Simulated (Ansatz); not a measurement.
Two isomers of C2H3NO: A = `C=CN=O`, B = `C=NC=O`.

Calculated with Ansatz (gas phase, PBE0-D4/def2-TZVP geometries, no zero-point term in ΔE). CBS: MP2 limit from def2 TZ/QZ plus the TZ coupled-cluster correction, frozen cores. Functionals use def2-TZVPP. B3LYP here is the variant with VWN-RPA as its local correlation; programs differ in this. One conformer a species, not always the lowest.

**Question.** Which is lower in electronic energy at CCSD(T)/CBS, and by how much? (Best estimate.)

**Answer.** Ansatz gave: B, by 194.3 kJ/mol.

**Question.** Give E(B) − E(A) in kJ/mol with BLYP-D4, LDA (SPW92), B3LYP, CCSD(T)/def2-SVP, MP2/def2-TZVPP, PBE-D4, B2PLYP. (Estimate.)

**Answer.** Computed: BLYP-D4 -188.3, LDA (SPW92) -193.1, B3LYP -195.8, CCSD(T)/def2-SVP -199.6, MP2/def2-TZVPP -206.5, PBE-D4 -186.0, B2PLYP -199.4. None reverses the order clearly.

**Question.** Does the order hold for the free energy at 298.15 K (harmonic terms from PBE0-D4)? (An estimate is asked.)

**Answer.** The calculation gave: Yes: G(B) − G(A) = -193.5 kJ/mol, for one conformer each.

Largest T1 diagnostic: 0.016.

From PBE to PBE0 (25 % exact exchange), in def2-TZVPP and without D4, E(B) − E(A) moves by −9.2 kJ/mol. At CCSD(T), def2-SVP lies −5.3 kJ/mol from the extrapolated value and def2-TZVPP −0.4 kJ/mol.
